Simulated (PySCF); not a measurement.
Gas-phase reaction: 2 SiH + SiF₄ → 2 SiHF₂ + Si

Computed with PySCF and rigid-rotor harmonic-oscillator thermochemistry at 1 bar. † marks an energy on the PBE0/def2-TZVP geometry and frequencies. MP2 and CCSD(T) freeze the core. Open shells (unrestricted): SiH (multiplicity 2, electronic degeneracy 4), SiHF₂ (multiplicity 2), Si (multiplicity 3, electronic degeneracy 9); the rest are closed-shell singlets. Spin-orbit splitting is ignored; it lowers the true energy and changes the entropy of SiH, Si. SiHF₂: computed as isolated molecules; such fragments, hydroxides, amides, oligomers or adducts are transient or little studied in the gas. MP2 isn't extrapolated to the basis-set limit; its ΔH°(298 K) is 121.3 kJ in def2-SVP and 117.4 kJ in def2-TZVPP. CCSD(T) isn't extrapolated to the basis-set limit; its ΔH°(298 K) is 144.4 kJ in def2-SVP and 148.8 kJ in def2-TZVPP. The harmonic model lacks anharmonicity and excited electronic states, which grow with temperature; levels with a mode under 35 cm⁻¹ are left out. Warning, large T1 diagnostic: SiH (CCSD(T)/def2-TZVPP†).

ΔH° and ΔS° at 298 K: BLYP/def2-TZVP† 118 kJ, 32 J/K; CCSD(T)/def2-TZVPP† 149 kJ, 32 J/K; HF/def2-TZVP† 85 kJ, 32 J/K; M06-2X/def2-TZVP† 138 kJ, 32 J/K; MP2/def2-SVP† 121 kJ, 32 J/K; MP2/def2-TZVPP† 117 kJ, 32 J/K.

Task: With the heat capacities included, give log10 K (1 bar) at 500, 600, 800, 2000, 2500 K from BLYP/def2-TZVP†, CCSD(T)/def2-TZVPP†, HF/def2-TZVP†, M06-2X/def2-TZVP†, MP2/def2-SVP†, MP2/def2-TZVPP†.

Result: 
| T (K) | BLYP/def2-TZVP† | CCSD(T)/def2-TZVPP† | HF/def2-TZVP† | M06-2X/def2-TZVP† | MP2/def2-SVP† | MP2/def2-TZVPP† |
|---|---|---|---|---|---|---|
| 500 | -10.6 | -13.9 | -7.2 | -12.7 | -11.0 | -10.6 |
| 600 | -8.6 | -11.3 | -5.8 | -10.4 | -8.9 | -8.6 |
| 800 | -6.1 | -8.1 | -3.9 | -7.4 | -6.3 | -6.1 |
| 2000 | -1.5 | -2.3 | -0.7 | -2.0 | -1.6 | -1.5 |
| 2500 | -0.9 | -1.5 | -0.2 | -1.3 | -1.0 | -0.9 |
